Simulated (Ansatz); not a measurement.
# C4H7ClO: the cost of one run

Method: RKS B3LYP-D4/def2-SVP, in Ansatz 0.2.0.

## Step 1: The starting structure

Bond lengths: C1–C2 1.365 Å, C2–Cl3 1.704 Å, C2–O4 1.344 Å, O4–C5 1.404 Å, C5–C6 1.528 Å, C1–H7 1.033 Å, C1–H8 1.091 Å, C5–H9 1.102 Å, C5–H10 1.135 Å, C6–H11 1.069 Å, C6–H12 1.084 Å, C6–H13 1.098 Å. Angles (14 of 19 angles, heavy atoms first): C1–C2–Cl3 116.0°, C1–C2–O4 123.2°, Cl3–C2–O4 120.8°, C2–O4–C5 119.1°, O4–C5–C6 111.4°, C2–C1–H7 123.8°, C2–C1–H8 114.5°, O4–C5–H9 110.3°, O4–C5–H10 111.6°, C6–C5–H9 108.8°, C6–C5–H10 108.3°, C5–C6–H11 110.0°, C5–C6–H12 109.0°, C5–C6–H13 114.5°.

Coordinates:

```xyz
13

C     0.6550   -2.5610   -0.4163
C     0.8269   -1.2653   -0.0241
Cl    2.2026   -0.9514    0.9313
O     0.0243   -0.2635   -0.4237
C    -0.0130    0.9221    0.3280
C    -1.1574    1.8301   -0.1208
H     1.2941   -3.3303   -0.1559
H    -0.2159   -2.7296   -1.0522
H     0.9373    1.4705    0.2247
H    -0.1400    0.7101    1.4355
H    -1.0723    2.0376   -1.1663
H    -2.0987    1.3144    0.0327
H    -1.2224    2.7817    0.4221
```

## Step 2: Relaxing end A

Input file input.yaml:

```yaml
crystal:
  periodic: [false, false, false]
  atoms:
    - { symbol: C, position_ang: [0.655, -2.561, -0.4163] }
    - { symbol: C, position_ang: [0.8269, -1.2653, -0.0241] }
    - { symbol: Cl, position_ang: [2.2026, -0.9514, 0.9313] }
    - { symbol: O, position_ang: [0.0243, -0.2635, -0.4237] }
    - { symbol: C, position_ang: [-0.013, 0.9221, 0.328] }
    - { symbol: C, position_ang: [-1.1574, 1.8301, -0.1208] }
    - { symbol: H, position_ang: [1.2941, -3.3303, -0.1559] }
    - { symbol: H, position_ang: [-0.2159, -2.7296, -1.0522] }
    - { symbol: H, position_ang: [0.9373, 1.4705, 0.2247] }
    - { symbol: H, position_ang: [-0.14, 0.7101, 1.4355] }
    - { symbol: H, position_ang: [-1.0723, 2.0376, -1.1663] }
    - { symbol: H, position_ang: [-2.0987, 1.3144, 0.0327] }
    - { symbol: H, position_ang: [-1.2224, 2.7817, 0.4221] }
basis:
  gaussian: { orbitals: def2-SVP }
hamiltonian:
  xc: b3lyp
  dispersion: d4
relax:
  f_tol: 0.015
  max_steps: 40
output:
  orbitals: {}
```

Launch:

```
ansatz run input.yaml --threads 2 --pin off --max-ram 3072MiB --backend cpu --events-out ev --progress --plain --runs-dir out
```

What time and memory should one allow on 2 threads of Intel Xeon Platinum 8488C (Sapphire Rapids), shared host?

About 43 s, with a peak of 0.32 GiB.
